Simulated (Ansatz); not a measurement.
Cohesive energy of some III–V compounds

Method: LC-ωPBE (PAW; Ansatz, a program for electronic structure). References are measured values corrected to a static lattice. The table is a random draw of 6 from 7 solids with such references.

Values in eV/atom.

```csv
solid,reference,LC-ωPBE,error (eV/atom)
wurtzite AlN,5.85,5.85,0.00
zinc-blende GaAs,3.34,3.16,-0.18
cubic BN,6.76,6.92,+0.16
zinc-blende GaSb,3.03,2.81,-0.22
zinc-blende AlP,4.32 (4.20–4.32),4.17,-0.15
zinc-blende BP,5.14,5.26,+0.12
```

Over these 6 solids the mean error is -0.04 eV/atom, the mean absolute error 0.14 eV/atom (median 0.16 eV/atom), and the worst case zinc-blende GaSb at -0.22 eV/atom; the value is too low in 3 of 6 cases. Over all 7, from unrounded values, the mean error is -0.05 eV/atom and the mean absolute error 0.13 eV/atom (median 0.15 eV/atom).

All these references are brought to a static lattice.

Spin–orbit coupling is left out, also for the solids with elements from indium on (zinc-blende GaSb); its size isn't shown.

Brackets give the range of the sources taken for a reference, where it is wide; it can hold other temperatures.

Differences are worked out from the printed values.

Free atoms are spin-polarised, in the lowest state found; at levels without +SOC their spin–orbit coupling is left out. Each level is taken at its own relaxed cell. Ansatz's density-functional and Hartree–Fock values are scalar-relativistic unless marked +SOC, with PAW data made under PBE.

Not in this set, of the III–V compounds with a reference value in our tables and a result at some level: 2 for sources at odds; 1 for a reference at room or unstated temperature; 1 for the spin–orbit terms of free Br, In, Sn, Te, I and atoms past barium, a cut that leaves lighter open-shell atoms' terms in the errors; 1 for no value at LC-ωPBE (not run, a failed fit, an unstable or unbound cell, or a value held back for tests). These can be a level's best or worst cases. At least 1 more with a reference value is held back for tests. Solids without a released value at any level aren't counted. Layered and molecular crystals are counted apart.

References as tabulated in Mejia-Rodriguez and Trickey (2018), arXiv:1807.09216; Paulus et al. (1996), arXiv:cond-mat/9605064. Worked out here from the CRC Handbook's enthalpies at 298 K, with a Debye model for the thermal and zero-point parts: AlN.
